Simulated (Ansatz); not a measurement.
Results of PBE-D4 in Ansatz (plane waves, PAW) for α-N2.

Numerical settings: plane-wave cutoff 520 eV, 6×6×6 k mesh, Fermi–Dirac smearing 0.01 eV, scalar-relativistic PAW data made under PBE.

Cell (relaxed at this level):

```
N
1.0
    5.71143     0.00000     0.00000
    0.00000     5.71143     0.00000
    0.00000     0.00000     5.71143
N
8
Direct
  0.94433   0.55567   0.44433
  0.44433   0.94433   0.55567
  0.94433   0.94433   0.94433
  0.05567   0.05567   0.05567
  0.55567   0.44433   0.94433
  0.55567   0.05567   0.44433
  0.44433   0.55567   0.05567
  0.05567   0.44433   0.55567
```

### Question
Estimate the bulk modulus, band gap and smallest direct gap on the k points sampled that the calculation returns.

### Answer

bulk modulus: 2.50 GPa
band gap: 7.44 eV (indirect)
smallest direct gap on the k points sampled: 7.46 eV

Note: the bulk modulus comes from volumes at which shape and atoms were relaxed.

The computed numbers hold no vibrational or temperature effects.

The result took very roughly 2.3 core-minutes.

Ansatz is a first-principles code.
